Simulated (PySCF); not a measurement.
A GIAO shielding run with PySCF 2.14 (density fitting, non-relativistic, gas phase) on 3-butyn-1-ol, C₄H₆O:

```
$ OMP_NUM_THREADS=1 python probes_run.py task.json out

{"job": {"kind": "nmr", "xc": "PBE", "basis": "pcSseg-2", "pop": false}, "charge": 0, "multiplicity": 1}
C      2.568981     0.431627     0.212391
C      1.483276    -0.095190     0.112187
C      0.165792    -0.701411    -0.006849
C     -0.965485     0.316198     0.045846
O     -2.165201    -0.390149    -0.102055
H      3.535535     0.892150     0.298176
H      0.012654    -1.439379     0.798393
H      0.089397    -1.258460    -0.955766
H     -0.816785     1.063310    -0.758705
H     -0.914862     0.862624     1.008209
H     -2.895242     0.233191    -0.051066
```

Hardware: 1 thread of an Arm Neoverse V2, shared host.

(1) How large is the calculation?

(2) How long does it take, and how much memory does it need?

(3) And these other runs on the same molecule and hardware: GIAO shielding at PBE0/pcSseg-1; spin–spin coupling at B3LYP/pcJ-1?

Results:

(1) 38 electrons, 264 basis functions and 683 auxiliary functions.

(2) 29 s of wall time, with 15 SCF cycles; peak memory 0.72 GiB. Times on a shared host scatter by some tens of per cent.

(3) PBE0/pcSseg-1: 115 functions, 8.4 s; B3LYP/pcJ-1: 195 functions, 12 s.
